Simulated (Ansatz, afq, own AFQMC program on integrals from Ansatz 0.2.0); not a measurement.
**AFQMC, coupled cluster and functionals along a coordinate of AlH$_{3}$, singlet**

```xyz
4

Al    0.0000    0.0000    0.0000
H     1.5858    0.0151   -0.0001
H    -0.8059    1.3658   -0.0028
H    -0.7799   -1.3808    0.0029
```

The Al1–H3 distance is changed with both sides rigid. Energies in eV count from this geometry (1.586 Å) at the same level; the start stands on RHF, each point on the determinant named.

Basis cc-pVDZ. Only valence electrons are correlated. Integrals, coupled cluster, full CI and functionals: Ansatz 0.2.0; the random walks run on the same integrals in our own AFQMC program. The CISD trial takes its coefficients from CCSD amplitudes. Released means that phaseless walkers are propagated on without the constraint, phases kept. Uncertainties: one standard error, sampling alone.

Cautions, each for one point or more: cluster runs in doubt by the program's own checks; higher spins were not checked; restricted determinant unstable towards unrestricted; strong correlation; the next higher spin lies close; the ph-AFQMC/CISD walk drifts between its halves; unrestricted determinant spin contaminated.

```csv
r(Al1–H3) / Å,det.,T1,weight,⟨S²⟩,wB97M-V,CCSD,CCSD(T)
1.274,RHF,0.008,0.94,pure,0.984,1.019,1.021
1.939,RHF,0.011,0.93,pure,0.549,0.539,0.534
2.552,RHF,0.025,0.89,pure,2.250,2.127,2.097
3.459,RHF,0.077,0.71,pure,3.683§,3.485,3.332
5.482,UHF,0.013,0.95,1.00,3.849§,3.613,3.614
```

Estimate the curve of full CI, counted from the same start.


| r(Al1–H3) / Å | det. | T1 | weight | ⟨S²⟩ | FCI | ph-AFQMC/CISD | released AFQMC | CCSDT(Q) |
| --- | --- | --- | --- | --- | --- | --- | --- | --- |
| 1.274 | RHF | 0.008 | 0.94 | pure | 1.023 | 1.023 ± 0.001 | 1.023 ± 0.0005 | 1.023 |
| 1.939 | RHF | 0.011 | 0.93 | pure | 0.531 | 0.531 ± 0.001 | 0.529 ± 0.0007 | 0.531 |
| 2.552 | RHF | 0.025 | 0.89 | pure | 2.084 | 2.092 ± 0.002 | 2.086 ± 0.001 | 2.084 |
| 3.459 | RHF | 0.077 | 0.71 | pure | 3.332 | 3.383 ± 0.005 | – | 3.330 |
| 5.482 | UHF | 0.013 | 0.95 | 1.00 | 3.612 | 3.614 ± 0.001 | 3.611 ± 0.0006 | 3.612 |

Weight is that of the determinant in the CISD state; at the start T1 is 0.009 and the weight 0.94. A dash marks a missing value, a released energy that hasn't settled or a functional that sits on another state. § marks a functional whose ⟨S²⟩ is too high by over 0.1. Largest departures from full CI: CCSD(T) 0.014 eV at 2.552 (on RHF), ph-AFQMC/CISD 0.051 eV at 3.459 (on RHF), released AFQMC 0.002 eV at 2.552 (on RHF) (within the noise), CCSDT(Q) -0.002 eV at 3.459 (on RHF), wB97M-V 0.166 eV at 2.552, CCSD 0.154 eV at 3.459 (on RHF). Functionals count only at points shown to share the start's state and spin. In this small basis the wave-function levels are far from their limit, so their gap to the functionals isn't the functionals' error.

CCSDT and higher add their correlation energy to the determinant of the CCSD(T) run, since their own runs factorise the integrals more tightly (a shift of under 2 meV). A walk keeps the symmetry of its determinant, which the program's search chose and which needn't be the lowest solution, so a lower state of the same spin and another symmetry isn't excluded. Released energies are given only where the last usable release times agree within the noise; a slower fall can still hide under it.
